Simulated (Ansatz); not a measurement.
The input, for Ansatz 0.2.0:

```yaml
crystal:
  periodic: [false, false, false]
  atoms:
    - {symbol: C, position_ang: [0.000000, 0.000000, 1.766200]}
    - {symbol: Ge, position_ang: [0.000000, 0.000000, -0.043800]}
    - {symbol: N, position_ang: [0.000000, 0.000000, -1.722400]}
basis:
  gaussian: {orbitals: cc-pVDZ, point_charges: [{charge: 0.50, position_ang: [2.950, -0.123, -0.061]}]}
magnetization: {spin_polarized: false, initial_magnetization: 3}
correlation: {method: sc_nevpt2, electrons: outside_noble_gas, active_space: {window: {electrons: 13, orbitals: 8}}}
```

```sh
$ ansatz run in.yaml --threads 1 --pin off --events-out ev --progress --plain --max-ram 2393MiB
```

Task: Roughly how long does this take on 1 thread of Arm Neoverse N1, shared host, and how much host memory?

Result: 21 s wall and 0.11 GiB.

```
598 factors; integrals over basis functions are off by at most 7.1e-4 eV
mean field evaluation 1: about -58969.4166 eV, gradient 3.7e1 eV
mean field evaluation 2: about -58969.4265 eV, gradient 3.7e1 eV
mean field evaluation 4: about -58973.7048 eV, gradient 1.8e1 eV
mean field evaluation 8: about -58976.2261 eV, gradient 2.8e0 eV
mean field evaluation 16: about -58976.2960 eV, gradient 6.5e-6 eV
mean field evaluation 32: about -58976.4465 eV, gradient 6.7e-1 eV
mean field evaluation 64: about -58971.6034 eV, gradient 4.6e0 eV
mean field evaluation 96: about -58976.5721 eV, gradient 5.8e-1 eV
mean field evaluation 128: about -58976.4584 eV, gradient 1.9e-4 eV
mean field evaluation 160: about -58976.4711 eV, gradient 4.3e-1 eV
mean field -58976.63256511 eV, -2167.3512709705 hartree, gradient 1.7e-6 eV, S^2 3.750000; 18 other end points of the search recorded, 0 dependent functions left out
reference -58976.63256511 eV, -2167.3512709705 hartree; 24, 21 occupied and 31, 34 virtual orbitals, 598 factors
state -58976.63490426 eV, -2167.3513569325 hartree
state -58976.63490426 eV, -2167.3513569325 hartree; corrected -58983.63727862 eV, -2167.6086894440 hartree
state -58976.15774488 eV, -2167.3338216489 hartree
state -58976.15774488 eV, -2167.3338216489 hartree; corrected -58983.30774605 eV, -2167.5965793453 hartree
state -58976.63490426 eV, -2167.3513569325 hartree; corrected -58983.63727862 eV, -2167.6086894440 hartree
state -58976.32315048 eV, -2167.3399001925 hartree
state -58976.32315048 eV, -2167.3399001925 hartree; corrected -58984.35171364 eV, -2167.6349444466 hartree
state -58976.32315048 eV, -2167.3399001925 hartree; corrected -58984.35171364 eV, -2167.6349444466 hartree
the orbitals are reached from a further start. From the first start the search ends at -58976.63490425 eV, -2167.3513569323 hartree
WARN: the results are in doubt because another end's mean lies 0.312 eV lower, and its corrected mean 0.714 eV higher
Total energy: -58984.35171364 eV, -2167.6349444466 hartree
In doubt: another end's mean lies 0.312 eV lower, and its corrected mean 0.714 eV higher
```

The active space holds one configuration alone, so it describes no static correlation.

Natural occupations: 2.0000 2.0000 1.9993 1.9992 1.9991 1.0009 1.0008 1.0007.
